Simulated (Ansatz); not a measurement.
## C₃H₈O, singlet in 6-31G: errors against RCCSDT(Q)

Geometry: MP2(full)/6-31G*, from the G2/97 set.

```xyz
12

O     0.0173   -0.6821    0.0000
C     0.0108    0.7364    0.0000
C     1.3353   -1.1954    0.0000
C    -1.4313    1.1909    0.0000
H     0.5418    1.1171    0.8869
H     0.5418    1.1171   -0.8869
H     1.2525   -2.2827    0.0000
H     1.8922   -0.8753   -0.8917
H     1.8922   -0.8753    0.8917
H    -1.9440    0.8112   -0.8859
H    -1.9440    0.8112    0.8859
H    -1.4912    2.2827    0.0000
```

Basis 6-31G; Ansatz 0.2.0. Correlated methods freeze the noble-gas cores, which leaves 26 electrons in 48 orbitals. R marks a restricted (for open shells ROHF) determinant. Active spaces: frontier = (8e, 8o) about the gap.

Full CI isn't at hand for all of this; RCCSDT(Q) serves as the reference, and is uncertain by about the last step of the cluster series.

```
UHF ⟨S²⟩                          : 0.000
T1 diagnostic (RCCSD)             : 0.0084
largest doubles amplitude (RCCSD) : 0.025
```

| level | E − E(RCCSDT(Q)) (meV) | share of correlation (%) | wall time |
| --- | --- | --- | --- |
| RHF | 12254 | 0.00 | – |
| RMP2 | 1484 | 87.89 | – |
| CISD | 1807 | 85.25 | 10 s |
| RCCSD | 290 | 97.63 | – |
| RCCSD(T) | 42 | 99.65 | 2.6 s |
| BCCD(T) | 41 | 99.66 | 2.1 s |
| RCCSDT | 24 | 99.81 | – |
| CASSCF (frontier space) | 8805 | 28.15 | – |
| NEVPT2 (frontier space) | 1634 | 86.67 | 10 s |
| MRCISD (frontier space) | 1075 | 91.23 | – |
| MRCISD+Q (frontier space) | 193 | 98.43 | 8 s (H100) |

The correlation energy at RCCSDT(Q), counted from RHF, is -12.254 eV. That run took 7.5 s on 2 threads of AMD EPYC 7R13 with a shared H100 80 GB, shared host.

Times hold each run's SCF and search for its determinant on a shared host, so for small cases they say little of a method's own cost; rows without a card ran on 1 thread of AMD EPYC 7R13.

Atomization energy (electronic, same basis, no zero-point term; atoms at the same level, unrestricted beside the R rows where the molecule is a closed shell, with restricted open-shell steps beyond CCSDT(Q)) at RCCSDT(Q): 3931.5 kJ/mol. Errors of other levels:

```tsv
level	error (kJ/mol)
RHF	-734.4
RMP2	-10.0
CISD	-165.9
RCCSD	-23.1
RCCSD(T)	-2.7
BCCD(T)	-2.3
RCCSDT	-2.2
```

This basis is far from its limit, so the value isn't to be set against a measured one. Truncated CI isn't size-consistent, which counts against it in atomization.
